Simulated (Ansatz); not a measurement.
Born–Oppenheimer molecular dynamics of FH3Si (5 atoms, charge 0, multiplicity 1). It starts at the highest image of a converged band, a first-order saddle point between two minima.

Computed with RKS PBE0/def2-TZVP (Ansatz).

```yaml
ensemble: NVE (velocity Verlet)
time_step: 0.5 fs
steps_asked: 200
starting_velocities_drawn_for: 300 K
seed: 10524
```

First frame:

```xyz
5
Properties=species:S:1:pos:R:3
Si 0.251 0.013 -0.438
H 0.591 -0.215 1.187
H 1.496 0.109 0.409
F -0.634 1.353 -0.341
H -0.559 -1.154 -0.007
```

(1) How far do the bonds stretch over the last three quarters of this one trajectory? (Pairs bonded in most of those frames.)

Answers

(1) 
```tsv
bond	mean (Å)	spread (Å)	shortest	longest
Si1–F4	1.614	0.011	1.60	1.63
Si1–H5	1.561	0.063	1.45	1.67
H2–H3	0.764	0.063	0.67	0.89
```

Mean temperature of the second half: 1260 K. The conserved energy stayed within 0.73 meV per atom of its start (net change -0.45 meV per atom), so the integration is sound. The kinetic energy rose, since the run started high on the potential surface and went downhill. It ends in pieces (FHSi + H2), so much of that is their flight and rotation, not heat. A run of 0.1 ps of so small a system gives no equilibrium averages. The orbitals stay closed-shell, which can raise the energy where a bond breaks towards radicals; this wasn't checked here.

Run time: 2 min on 2 threads of Arm Neoverse V2 (shared host), peak memory 0.12 GiB.
